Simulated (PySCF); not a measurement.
Magnetisability: `c1cnccn1`, C4H4N2

Geometry:
| atom | x (Å) | y (Å) | z (Å) |
| --- | --- | --- | --- |
| C1 | 1.102 | -0.749 | 0.033 |
| C2 | 1.166 | 0.646 | 0.014 |
| N3 | 0.070 | 1.397 | -0.024 |
| C4 | -1.091 | 0.749 | -0.043 |
| C5 | -1.155 | -0.646 | -0.024 |
| N6 | -0.059 | -1.397 | 0.014 |
| H7 | 2.017 | -1.351 | 0.064 |
| H8 | 2.133 | 1.162 | 0.030 |
| H9 | -2.006 | 1.351 | -0.074 |
| H10 | -2.122 | -1.162 | -0.041 |

Theory: PySCF, GIAO B3LYP/MINI magnetisability, rotational g tensor and spin-rotation constants, non-relativistic, gas phase. Geometry: PBE0-D3(BJ)/def2-SVP.

Problem. How diamagnetic is it, and how anisotropic?

Solution. Isotropic -813 × 10⁻³⁰ J/T², or -49.0 × 10⁻⁶ cm³/mol; principal values -1482, -613, -344 × 10⁻³⁰ J/T², anisotropy 1030 × 10⁻³⁰ J/T² (root of half the summed squared differences of the principal values). The susceptibility is in cgs units.

Problem. Split it along the inertial axes a, b, c into diamagnetic and paramagnetic parts about the centre of mass, with the quadrupole moment.

Solution. 
```
axis  χ (10⁻⁶ cm³/mol)  diamagnetic (10⁻⁶ cm³/mol)  paramagnetic (10⁻⁶ cm³/mol)  summed x² of all electrons (Å²)  quadrupole Θ (D Å)
   a             -36.9                      -266.9                        230.0                             54.9               -9.25
   b             -20.7                      -269.0                        248.3                             54.4              +11.50
   c             -89.3                      -463.8                        374.5                              8.5               -2.25
```
Anisotropies 2χaa − χbb − χcc = +36.2 and 2χbb − χaa − χcc = +84.7 × 10⁻⁶ cm³/mol. Θ is traceless in Buckingham's convention.

Problem. And the rotational g tensor?

Solution. 
```tsv
axis	rotational constant (GHz)	g	nuclear part	electronic part
a	6.4300	-0.0820	0.6128	-0.6949
b	5.9744	-0.1559	0.5410	-0.6969
c	3.0969	+0.0307	0.5756	-0.5449
```
Asymmetric top; isotopes 12C, 1H, 14N; no vibrational averaging.
